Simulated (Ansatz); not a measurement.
Computed with Ansatz on PBE0-D4/def2-TZVP structures; ΔE is electronic, products minus reactants. CBS: MP2 limit from def2 TZ/QZ plus the TZ coupled-cluster correction, frozen cores. This one scheme is used for every species. DFT in def2-TZVPP. One conformer a species, not always the lowest.

`C=NC=O` + `OCF` → `O=COCF` + `C=N`  (substitution at a C–N bond)

| level | ΔE (kJ/mol) |
| --- | --- |
| PBE-D4 | -15.5 |
| r2SCAN-D4 | -19.9 |
| B2PLYP | -19.8 |
| MP2/def2-TZVPP | -20.8 |

(1) What does CCSD(T)/CBS give? (An estimate is asked.)

Largest T1 diagnostic among the species: 0.016.

## Answers

(1) Computed: -20.4 kJ/mol. The listed levels differ from it by 4.9, 0.5, 0.6, -0.4 kJ/mol.
